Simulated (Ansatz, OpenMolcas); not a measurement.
How methods differ on SiH3F (SMILES F[SiH3])

SiH3F has 5 atoms, charge 0, and is taken as a singlet. As SMILES, `F[SiH3]`. The shape is that of a PBE0-D4/def2-TZVP optimisation.

```xyz
5

F    -1.2746    0.1628    0.8580
Si    0.0433   -0.0193   -0.0307
H    -0.3678   -0.1926   -1.4437
H     0.7686   -1.2179    0.4516
H     0.8805    1.1934    0.1234
```

Quantity: the energy change with the Si2–H3 bond stretched from 1.482 to 3.704 Å, in eV. The values are calculated.

| level | kind | program | value (eV) | less FCI/STO-3G | CPU time (all runs) |
| --- | --- | --- | --- | --- | --- |
| r2SCAN/STO-3G (restricted) | meta-GGA | Ansatz | 6.87 | +1.99 | 4.3 s |
| B3LYP/STO-3G (restricted) | global hybrid | Ansatz | 7.13 | +2.25 | 2.3 s |
| B3LYP/STO-3G (unrestricted) | global hybrid | OpenMolcas | 5.27 | +0.39 | 12 s |
| r2SCAN0/STO-3G (restricted) | hybrid meta-GGA | Ansatz | 7.75 | +2.87 | 4.2 s |
| SC-NEVPT2(2,2)/STO-3G | multireference | OpenMolcas | 4.94 | +0.06 | 3.4 s |
| CCSD/STO-3G (restricted) | coupled cluster or CI | Ansatz | 5.15 | +0.27 | 0.37 s |
| CCSDTQ/STO-3G (restricted) | coupled cluster or CI | Ansatz | 4.88 | 0.00 | 7.7 s |
| FCI/STO-3G | exact in the basis | OpenMolcas | 4.88 | 0.00 | 19 s |

FCI/STO-3G is exact within its basis and frozen core, so for wave-function methods in that basis the difference is their error; functionals converge differently with the basis, so for them it is only a difference. The first shape isn't each level's own minimum. The values span 4.88 to 7.75 eV. Spin contamination of the reference (⟨S²⟩ at least 0.1 too high) touches B3LYP/STO-3G. All rows use very small basis sets, so even the best lies far from the true value. Times are those of the runs behind each value, whatever else they computed, on shared processors of several kinds: orders of magnitude only.
